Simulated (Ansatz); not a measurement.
# NH (triplet): how energies converge with the basis set

One table from this session's results is given with a row withheld; the runs are named, their logs left out.

Computed with Ansatz 0.2.0, Gaussian basis. Level: one geometry, several basis sets.

The runs, in order: PBE0-D4/def2-SVP; ωB97M-V/def2-SVP; PBE0-D4/def2-QZVPP; ωB97M-V/def2-QZVPP; CCSD(T)/cc-pV(D+d)Z; CCSD(T)/cc-pV(T+d)Z; CCSD(T)/cc-pV(Q+d)Z; the functionals' def2-TZVPP values are taken from earlier runs.

## Structure used throughout

An earlier PBE0-D4 in a triple-zeta def2 set relaxation fixed the geometry.

SMILES `[NH] m3`, 2 atoms, charge 0, spin multiplicity 3.

Atoms are counted from 1 here; the program's logs count them from 0.

Bond lengths: N1–H2 1.040 Å.

The first run:

File in.yaml:

```yaml
crystal:
  periodic: [false, false, false]
  atoms:
    - {symbol: N, position_ang: [0.000000, -0.000000, 0.130015]}
    - {symbol: H, position_ang: [-0.000000, 0.000000, -0.909587]}
basis:
  gaussian: {orbitals: def2-SVP}
magnetization: {spin_polarized: true, initial_magnetization: 2}
hamiltonian: {xc: pbe0, dispersion: d4}
output: {orbitals: {seedname: orbitals}}
```

On the command line:

```sh
> ansatz run in.yaml --threads 2 --pin off --events-out ev --progress --plain --max-ram 22528MiB --backend cpu
```

Steps of the session up to this table: PBE0-D4 in def2-SVP; ωB97M-V in def2-SVP; PBE0-D4 in def2-QZVPP; ωB97M-V in def2-QZVPP.

One of the session's tables, all rows but one given; the rest of the session is left out.

It belongs to the step «Density functionals: the series». 

```
functional       basis  HOMO (eV)  LUMO (eV)
   PBE0-D4    def2-SVP      -9.47      -1.91
   PBE0-D4  def2-TZVPP      -9.71      -2.42
   PBE0-D4  def2-QZVPP          ?          ?
   ωB97M-V    def2-SVP     -11.66       0.46
   ωB97M-V  def2-TZVPP     -11.94      -0.27
   ωB97M-V  def2-QZVPP     -11.98      -0.45
```

Estimate the missing values for PBE0-D4, def2-QZVPP.

The run gave: HOMO (eV): -9.75; LUMO (eV): -2.52. In the column «HOMO (eV)» it lies between ωB97M-V, def2-SVP (-11.66) and PBE0-D4, def2-TZVPP (-9.71).
